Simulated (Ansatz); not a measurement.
[GeH₃···H···GeH₃], doublet along the distance Ge1-H5

Starting geometry:

```yaml
atoms:
  - { symbol: Ge, position_ang: [-1.7174, 0.0000, 0.0000] }
  - { symbol: H, position_ang: [-2.2289, 1.4466, 0.0000] }
  - { symbol: H, position_ang: [-2.2289, -0.7233, 1.2528] }
  - { symbol: H, position_ang: [-2.2289, -0.7233, -1.2528] }
  - { symbol: H, position_ang: [-0.1831, 0.0000, 0.0000] }
  - { symbol: Ge, position_ang: [1.7216, 0.0000, 0.0000] }
  - { symbol: H, position_ang: [2.1902, -1.4659, 0.0000] }
  - { symbol: H, position_ang: [2.1902, 0.7330, -1.2695] }
  - { symbol: H, position_ang: [2.1902, 0.7330, 1.2695] }
```

From there H5 is moved from one fragment to the other while all else, the fragments' distance too, stays fixed; atoms are numbered as listed. Energies are in eV, counted from the starting geometry at the same level. Kohn–Sham curves are unrestricted where that lies lower.

Basis cc-pVDZ; Ansatz 0.2.0. Correlated methods freeze the noble-gas cores and the filled d shells of p-block atoms. Prefix R: restricted or restricted open-shell reference; prefix U: unrestricted. No spin–orbit coupling is included, and no scalar relativity.

In so small a basis the reference is far from its limit while semilocal and hybrid functionals are nearer theirs (RPA and double hybrids share much of the reference's basis error), so the functionals' errors here hold much of the reference's basis and frozen-core error, which can add to them or hide them.

Full CI isn't at hand for all of this; UCCSDT(Q) serves as the reference, and is uncertain by about the last step of the cluster series.

```json
{"distance Ge1-H5 (Å)": "1.534", "UCCSDT(Q)": "0.000", "PBE": "0.000", "revPBE": "0.000", "r2SCAN": "0.000", "B97M-V": "0.000", "PBE0": "0.000", "B3LYP": "0.000", "wB97M-V": "0.000", "B2PLYP": "0.000", "RPA-PBE": "0.000"}
{"distance Ge1-H5 (Å)": "1.588", "UCCSDT(Q)": "-0.024", "PBE": "-0.052", "revPBE": "-0.050", "r2SCAN": "-0.039", "B97M-V": "-0.048", "PBE0": "-0.040", "B3LYP": "-0.039", "wB97M-V": "-0.022", "B2PLYP": "-0.031", "RPA-PBE": "-0.029"}
{"distance Ge1-H5 (Å)": "1.695", "UCCSDT(Q)": "-0.031", "PBE": "-0.092", "revPBE": "-0.089", "r2SCAN": "-0.066", "B97M-V": "-0.087", "PBE0": "-0.066", "B3LYP": "-0.066", "wB97M-V": "-0.028", "B2PLYP": "-0.047", "RPA-PBE": "-0.045"}
{"distance Ge1-H5 (Å)": "1.802", "UCCSDT(Q)": "-0.029", "PBE": "-0.077", "revPBE": "-0.074", "r2SCAN": "-0.055", "B97M-V": "-0.073", "PBE0": "-0.056", "B3LYP": "-0.057", "wB97M-V": "-0.027", "B2PLYP": "-0.042", "RPA-PBE": "-0.041"}
{"distance Ge1-H5 (Å)": "1.909", "UCCSDT(Q)": "0.007", "PBE": "0.009", "revPBE": "0.009", "r2SCAN": "0.009", "B97M-V": "0.007", "PBE0": "0.009", "B3LYP": "0.007", "wB97M-V": "0.005", "B2PLYP": "0.007", "RPA-PBE": "0.005"}
```
